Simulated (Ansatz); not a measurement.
Input file:

```yaml
crystal:
  periodic: [false, false, false]
  atoms:
    - {symbol: C, position_ang: [0.000000, 0.030362, 2.369538]}
    - {symbol: Ga, position_ang: [0.000000, 0.005939, 0.452575]}
    - {symbol: Si, position_ang: [0.000000, -0.079626, -2.069974]}
    - {symbol: H, position_ang: [0.000000, 1.446075, -1.863611]}
basis:
  gaussian: {orbitals: 6-31G}
magnetization: {spin_polarized: false, initial_magnetization: 2}
hamiltonian: {xc: {name: PBE}}
correlation: {method: bccd_t, electrons: outside_noble_gas}
```

```sh
$ ansatz run in.yaml --threads 1 --pin off --events-out ev --progress --plain --max-ram 2393MiB
```

Log:

```
552 factors; integrals over basis functions are off by at most 3.3e-4 eV
mean field evaluation 1: about -61270.8692 eV, gradient 4.2e1 eV
mean field evaluation 2: about -61270.8637 eV, gradient 4.2e1 eV
mean field evaluation 4: about -61249.9788 eV, gradient 6.3e1 eV
mean field evaluation 8: about -61277.7443 eV, gradient 2.9e0 eV
mean field evaluation 16: about -61277.8394 eV, gradient 6.3e-2 eV
mean field evaluation 32: about -61277.7379 eV, gradient 1.6e0 eV
mean field evaluation 64: about -61276.3936 eV, gradient 1.3e-4 eV
mean field evaluation 96: about -61277.7876 eV, gradient 4.0e-1 eV
mean field evaluation 128: about -61273.8646 eV, gradient 1.9e1 eV
mean field evaluation 160: about -61276.2049 eV, gradient 7.4e0 eV
mean field -61277.85760093 eV, -2251.9197312103 hartree, gradient 1.1e-6 eV, S^2 2.000000; 12 other end points of the search recorded, 0 dependent functions left out
...
cycle  54  -6.38409535 eV  change    4.7e-5 eV  update   1.4e-4
cycle  55  -6.38400382 eV  change    9.2e-5 eV  update   1.0e-4
cycle  56  -6.38395547 eV  change    4.8e-5 eV  update   7.6e-5
cycle  57  -6.38393568 eV  change    2.0e-5 eV  update   5.9e-5
cycle  58  -6.38393920 eV  change   -3.5e-6 eV  update   4.1e-5
cycle  59  -6.38393818 eV  change    1.0e-6 eV  update   3.0e-5
cycle  60  -6.38394072 eV  change   -2.5e-6 eV  update   1.9e-5
cycle  61  -6.38393743 eV  change    3.3e-6 eV  update   1.3e-5
cycle   1  -6.38393820 eV  update   6.2e-6
cycle   2  -6.38393757 eV  change    6.3e-7 eV  update   5.5e-6
perturbative correction -0.18918954 eV, -0.0069525874 hartree
WARN: these amplitudes may be one of several solutions (largest doubles amplitude 0.07, level shift 0.74 eV)
Total energy: -61231.02094038 eV, -2250.1985156821 hartree
```

Ran on 1 thread of Arm Neoverse V2, shared host: 23 s wall, 0.15 GiB peak host memory.
